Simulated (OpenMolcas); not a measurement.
# Si2H5O (SMILES [SiH2]O[SiH3]) at UB3LYP/ANO-RCC-VDZP (DKH2, RICD fitting)

We compute the energy along one coordinate of Si2H5O. 

The calculation is run with OpenMolcas 26.06.

1 further run of the same task is left out (set aside as unsound or not needed).

### 1 The system as given

Si2H5O: 8 atoms, total charge 0, spin state doublet. SMILES: `[SiH2]O[SiH3]`. The shape is that of a PBE0-D4/def2-TZVP optimisation. This is one conformer, not always the lowest.

Bond lengths: Si1–O2 1.637 Å, O2–Si3 1.638 Å, Si1–H4 1.490 Å, Si1–H5 1.494 Å, Si3–H6 1.482 Å, Si3–H7 1.485 Å, Si3–H8 1.486 Å. Angles: Si1–O2–Si3 146.3°, O2–Si1–H4 107.9°, O2–Si1–H5 109.9°, O2–Si3–H6 108.1°, O2–Si3–H7 109.9°, O2–Si3–H8 110.1°, H4–Si1–H5 110.4°, H6–Si3–H7 109.7°, H6–Si3–H8 109.8°, H7–Si3–H8 109.2°.

### 2 An energy scan at UB3LYP/ANO-RCC-VDZP (DKH2, RICD fitting)

point1.xyz

```xyz
8
R = 1.473
Si    -1.188228     0.811673    -0.806948
O     -0.352300    -0.279200    -0.276900
Si     0.765000    -0.723000     0.835900
H     -1.809828     0.336773    -2.074648
H     -0.347628     2.020673    -1.059748
H      1.291900    -2.054600     0.453100
H      0.138100    -0.799300     2.180400
H      1.874100     0.266000     0.869800
```

run.inp

```
* H5OSi2 Kohn-Sham DFT
>>> EXPORT MOLCAS_PRINT=2

&GATEWAY
 COORD=point1.xyz
 BASIS=ANO-RCC-VDZP
 GROUP=NoSym
 RICD

&SEWARD

&SCF
 UHF
 SPIN=2
 KSDFT=B3LYP
 ITERATIONS=100
 PRORBITALS=0
>>> ForEach K in (1, 2, 3, 4, 5, 6, 7, 8, 9)

&GATEWAY
 COORD=$CurrDir/point$K.xyz
 BASIS=ANO-RCC-VDZP
 GROUP=NoSym
 RICD

&SEWARD

&SCF
 UHF
 SPIN=2
 KSDFT=B3LYP
 ITERATIONS=100
 PRORBITALS=0
 FILEORB=$Project.UhfOrb
>>> EndDo
```

Started as:

```bash
export MOLCAS_MEM=1860
pymolcas run.inp > run.log
```

What it wrote:

```text
--- Start Module: gateway ---
[...]
--- Stop Module: gateway /rc=_RC_ALL_IS_WELL_ ---
[...]
      Basis functions           75
[...]
       Convergence after  12 Iterations
[...]
::    Total KS-DFT energy                            -658.5603330579
[...]
       Convergence after   2 Iterations
[...]
::    Total KS-DFT energy                            -658.5603330579
[...]
--- Start Module: seward ---
[...]
--- Stop Module: seward /rc=_RC_ALL_IS_WELL_ ---
[...]
--- Start Module: scf ---
[...]
       Convergence after  21 Iterations
[...]
::    Total KS-DFT energy                            -658.4255144324
[...]
      Total spin, S                                     0.5777535664
[...]
      Total electronic charge=   41.000000
      Total            charge=   -0.000000
[...]
      Dipole Moment (debye):
      Origin of the operator (angstrom)=   -0.9718    0.9628   -0.5240
                   X=  7.2079E-01               Y=  1.5120E-01               Z=  2.3838E-01           Total=  7.7409E-01
      Quadrupole Moment (debye*angstrom):
[...]
--- Stop Module: scf /rc=_RC_ALL_IS_WELL_ ---
[...]
```

It took 3.2 min on 1 thread of Intel Xeon Platinum 8259CL at 2.50GHz (Skylake/Cascade Lake), shared host; peak memory 0.095 GiB.

The scan, from its lowest point:

| O2–Si1 (Å) | energy (kJ/mol) |
| --- | --- |
| 1.473 | 77.6 |
| 1.637 | 0.0 |
| 1.801 | 18.3 |
| 2.046 | 107.6 |
| 2.373 | 238.3 |
| 2.783 | 351.3 |
| 3.274 | 403.6 |
| 3.928 | 424.2 |
| 4.910 | 431.6 |

### 3 What came out

At UB3LYP/ANO-RCC-VDZP (DKH2, RICD fitting):

```
                 quantity          value
lowest energy of the scan  -658.58989 Eh
```
